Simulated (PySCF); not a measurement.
Carbon: a sound run and one with changed settings

Sound run: C [He] 2s2 2p2, C⁺ [He] 2s2 2p1. Calculation: PySCF 2.14, in def2-SVP (3s2p1d, 14 functions); the non-relativistic Hamiltonian (point nucleus). In the sound run the correlated levels freeze 1s2. The sound run starts from symmetry-adapted Hartree-Fock orbitals and uses a fine grid where one is needed.

Changed run: all electrons correlated in a basis built for the valence shell.

| species | method | sound run (hartree) | changed run (hartree) | converged |
| --- | --- | --- | --- | --- |
| C | MP2 | -37.69532 | -37.69688 | yes |
| C | CCSD(T) | -37.71541 | -37.71682 | yes |
| C⁺ | MP2 | -37.28599 | -37.28745 | yes |
| C⁺ | CCSD(T) | -37.31159 | -37.31281 | yes |

Ionisation energy of C:

```
 method  sound run (eV)  changed run (eV)
    UHF          10.913            10.913
    MP2          11.138            11.141
SCS-MP2          11.027            11.028
   CCSD          10.981            10.987
CCSD(T)          10.988            10.994
```

A valence basis has no tight correlating functions, so it recovers only part of the core correlation, and not evenly between atom and ion.

For comparison, NIST gives 11.260 eV between the lowest levels.
